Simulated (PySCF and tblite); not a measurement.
Values are calculated unless marked as measured or tabulated.
C6H14, numbered as in [CH3:1][CH2:2][CH2:3][CH2:4][CH2:5][CH3:6].

Conformers came from 150 starts (ETKDG, MMFF94s, GFN2-xTB); geometries are GFN2-xTB. Free energies are PBE0-D3(BJ)/pcSseg-1 single points with GFN2-xTB rigid-rotor and vibrational terms (plain harmonic). Symmetry numbers and mirror images are counted. Conformers within 4 kcal/mol (GFN2-xTB free energy) were kept, 10 at most. GIAO shieldings: PBE0/pcSseg-1. Shifts are against TMS (¹H), TMS (¹³C) at the same level. Programs: PySCF with density fitting and tblite.

Torsions listed: C1–C2–C3–C4, C2–C3–C4–C5, C3–C4–C5–C6. Of a mirror pair one member is shown.

```csv
conformer,shape,symmetry,E(GFN2) kcal/mol,E(DFT) kcal/mol
1,"-67°, -175°, -179°",C1 (pair),0.57,0.46
2,"180°, 180°, 180°",C2h,0.00,0.00
3,"62°, 63°, 174°",C1 (pair),1.13,0.67
4,"175°, 67°, 175°",C2 (pair),0.55,0.46
5,"-69°, 180°, 69°",Ci,1.23,1.06
```

Not shown: 5 more, 10.1 % in all.

(1) How much do the weights at 298.15 K and the averaged shift of C3/C4 depend on how the conformers are weighted?

For its torsions the set is small; conformers may be missing.

## Answers

(1) 
| weighting | 1 (%) | 2 (%) | 3 (%) | 4 (%) | 5 (%) | δ (ppm) | rms dipole (D) |
| --- | --- | --- | --- | --- | --- | --- | --- |
| DFT energy with thermal terms, symmetry and mirror images (full scheme) | 32 | 19 | 16 | 16 | 7 | 35.4 | 0.05 |
| DFT energy with symmetry and mirror images | 29 | 16 | 20 | 14 | 5 | 34.9 | 0.05 |
| bare DFT energy | 16 | 35 | 11 | 16 | 6 | 35.7 | 0.04 |
| GFN2-xTB energy with symmetry and mirror images | 32 | 21 | 12 | 17 | 5 | 35.7 | 0.05 |
| GFN2-xTB free energy | 34 | 24 | 9 | 17 | 7 | 36.0 | 0.05 |
| leading conformer alone | 100 | 0 | 0 | 0 | 0 | 35.9 | 0.06 |
| equal weights | 10 | 10 | 10 | 10 | 10 | 34.1 | 0.05 |
| full scheme, search stopped after three starts | 55 | 32 | 0 | 0 | 13 | 36.4 | 0.05 |

The largest departure from the full scheme, 1.4 ppm, comes with: equal weights.
